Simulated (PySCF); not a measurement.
# NH+: from the state search to spectroscopic constants

One table from this session's results is given with a row withheld; the runs are named, their logs left out.

Computed with PySCF 2.14.0. Level: H jorge-DZP-DKH, N jorge-DZP-DKH, spin-free X2C with a Gaussian nucleus.

Set-up of the first run:

Settings of the job:

```yaml
atoms: H, N
charge: 1
basis: H jorge-DZP-DKH, N jorge-DZP-DKH
Hamiltonian: spin-free X2C with a Gaussian nucleus
basis_functions: 20
electrons_treated: 7
masses_in_u: 1.0078, 14.0031
levels: PBE0, PBE, r²SCAN, PBEsol, M06, B97-3, HF, MP2, SCS-MP2, CCSD, CCSD(T)
grid: 80 radial by 434 angular points
occupations: held fixed by the projection of orbital angular momentum
dissociation_limit: H+ + N, each in its ground configuration
starting_distance_in_angstrom: 1.075
values_of_2S_to_try: 1, 3
```

Run with:

```sh
> OMP_NUM_THREADS=1 python dia.py task.json out
```

Steps of the session up to this table: Input; First curve: PBE0; Higher solutions at PBE0; PBE; r²SCAN (meta-GGA); PBEsol (GGA); M06; B97-3; UHF (mean field); Correlated methods on the Hartree–Fock reference.

One of the session's tables, all rows but one given; the rest of the session is left out.

It belongs to the step «The curves together». Energy (eV) from each level's lowest point:

| R (Å) | UHF | UHF-MP2 | UHF-SCS-MP2 | UHF-CCSD | UHF-CCSD(T) |
| --- | --- | --- | --- | --- | --- |
| 0.960 | 0.278 | 0.362 | 0.372 | n/a | n/a |
| 1.004 | 0.095 | 0.147 | 0.154 | 0.170 | 0.174 |
| 1.049 | 0.012 | 0.034 | 0.037 | 0.046 | 0.049 |
| 1.083 | 0.000 | 0.000 | 0.001 | 0.006 | 0.007 |
| 1.116 | 0.022 | 0.001 | 0.000 | 0.000 | 0.000 |
| 1.149 | 0.071 | 0.030 | 0.027 | 0.023 | 0.022 |
| 1.194 | 0.168 | 0.101 | 0.096 | 0.086 | 0.084 |
| 1.250 | ? | ? | ? | ? | ? |
| 1.317 | 0.540 | 0.418 | 0.410 | 0.386 | 0.381 |
| 1.406 | 0.848 | 0.700 | 0.692 | n/a | n/a |

Estimate the missing values for R (Å) = 1.250.

Worked estimate for «UHF». A straight line through the neighbours (1.194, 0.168) and (1.317, 0.540) gives 0.168 + (0.540 − 0.168) × (1.250 − 1.194) / (1.317 − 1.194) = 0.337; a parabola fitted to 4 rows on both sides gives 0.328.

As computed: UHF: 0.323; UHF-MP2: 0.229; UHF-SCS-MP2: 0.222; UHF-CCSD: 0.206; UHF-CCSD(T): 0.202. In «UHF» the line misses by +0.014 and the parabola by +0.005.
